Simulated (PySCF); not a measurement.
Diamond: correlation energy from several methods in one and the same small orbital space (PySCF; 2 atoms at the zone centre, 8 electrons in 20 orbitals, empty ones MP2 natural orbitals of a TZ basis, lattice constant set to 3.45999 Å). Its volume lies 9 % below that of the crystal's usual cell. It tests the methods against each other and lies far from the crystal's limit.

Full CI gives -3.2373 eV per atom.

Question: What share of it do MP2, CCSD, CCSD(T), CCSDT, CCSDT(Q) recover?

Answer: MP2 73.3 %; CCSD 97.6 %; CCSD(T) 99.1 %; CCSDT 99.5 %; CCSDT(Q) 99.8 %.

```tsv
method	E_corr (eV per atom)	share of full CI (%)	error (meV)
MP2	-2.3742	73.3	863
CCSD	-3.1588	97.6	78
CCSD(T)	-3.2079	99.1	29
CCSDT	-3.2206	99.5	17
CCSDT(Q)	-3.2323	99.8	5
full CI	-3.2373	100.0	0
```

The Hartree–Fock determinant has a weight of 0.87 in the full CI state.

MP2, (T) and (Q) use filled levels shifted down by the Madelung term, which in so small a cell is a large part of the gap, so these rows hang on it.
